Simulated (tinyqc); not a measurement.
Ways to converge the cycle: SCF convergence aids in the sto-3g basis, for H2O, spin multiplicity 3. Computed by the program tinyqc with PySCF. UHF with one setting changed at a time; a run stops when the energy changes by less than 1e-09 hartree and the error matrix is below 1e-5. The start is the Wolfsberg-Helmholz matrix. Damping d keeps d of the old density; a shift (hartree) raises the virtual levels; DIIS n extrapolates F over n matrices.

Geometry (angstrom):
```
atom       x        y       z
O     0.0000   0.0000  0.0000
H     0.0000   0.9930  0.6430
H     0.0000  -1.0720  0.6940
```

lowest solution found by these runs and by PySCF with stability checks = -74.740922 hartree

Largest element of the error matrix X^T (FDS - SDF) X:
```
iteration    plain  damping 0.3  damping 0.6  shift 0.4   DIIS 3   DIIS 8
1          1.7e-01      1.7e-01      1.7e-01    1.7e-01  1.7e-01  1.7e-01
2          6.8e-02      9.4e-02      1.3e-01    1.0e-01  6.8e-02  6.8e-02
3          3.5e-02      5.4e-02      9.3e-02    5.6e-02  3.3e-02  3.3e-02
4          2.2e-02      3.5e-02      6.9e-02    4.7e-02  2.3e-02  2.3e-02
5          2.0e-02      2.5e-02      5.1e-02    4.1e-02  1.5e-02  1.5e-02
6          1.6e-02      1.8e-02      4.1e-02    3.4e-02  5.2e-03  5.3e-03
8          8.5e-03      1.5e-02      2.5e-02    2.2e-02  3.3e-03  3.3e-03
10         4.4e-03      1.1e-02      1.8e-02    1.6e-02  1.1e-03  8.4e-04
14         2.9e-03      4.5e-03      1.3e-02    7.7e-03  1.3e-04  4.8e-06
20         1.8e-03      2.7e-03      7.1e-03    4.4e-03  1.2e-05        -
30         7.3e-04      1.5e-03      2.9e-03    2.6e-03        -        -
45         1.9e-04      6.2e-04      1.8e-03    1.1e-03        -        -
60         5.0e-05      2.4e-04      1.1e-03    4.6e-04        -        -
```

How each run ends:
```
run          iterations  E (hartree)                                                        state
plain               >60   -74.740922  falls steadily but slowly, by a factor of about 0.91 a step
damping 0.3         >60   -74.740920  falls steadily but slowly, by a factor of about 0.94 a step
damping 0.6         >60   -74.740876  falls steadily but slowly, by a factor of about 0.97 a step
shift 0.4           >60   -74.740915  falls steadily but slowly, by a factor of about 0.94 a step
DIIS 3               22   -74.740922                                                 lowest found
DIIS 8               15   -74.740922                                                 lowest found
```

What does the comparison show, and why?

2 of 6 runs reach the lowest solution found, in 15 to 22 iterations (fastest: DIIS 8). Not converged: plain, damping 0.3, damping 0.6, shift 0.4. DIIS 3 and DIIS 8 gain by cancelling the error over several earlier matrices, much as a quasi-Newton step does.
